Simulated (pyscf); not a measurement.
Thermochemistry of product channels of BH [singlet] + H₂C=CH₂ on the singlet surface, in kJ/mol, from ωB97M-D3(BJ)/def2-TZVP energies (ideal gas, 1 atm, RRHO with modes under 100 cm⁻¹ raised to 100, one conformer, R ln 2 for chiral ones without a mode under 150 cm⁻¹). Structures and frequencies: ωB97X-D3(BJ)/def2-SVP in PySCF.

| products | ΔE | ΔH(298 K) | ΔG(298 K) | ΔG(600 K) |
|---|---|---|---|---|
| B–CH=CH₂ [singlet] + H₂ | -37.8 | -46.9 | -45.7 | -45.9 |
| cyclic C₂H₅B (SMILES B1CC1) | -340.9 | -329.9 | -288.2 | -245.6 |
| BH₃ + HC≡CH | -159.1 | -166.3 | -165.4 | -165.1 |
| H₂B–CH₂–CH: [singlet] | -74.7 | -73.5 | -39.0 | -4.3 |
| H₂B–CH=CH₂ | -383.9 | -373.1 | -335.5 | -297.0 |

The channel to H₂B–CH₂–CH: [singlet] turns unfavourable between 298 and 1200 K (ΔG from -39.0 kJ/mol to +60.8 kJ/mol).

These are energies of the channels, which say nothing of barriers. B–CH=CH₂ [singlet] lies 162.3 kJ/mol over its isomer H₂B–C≡CH (electronic energy, ωB97M-D3(BJ)/def2-TZVP). A restricted singlet here is unstable towards spin polarisation, as is usual where a triplet lies low; its energy is less safe.
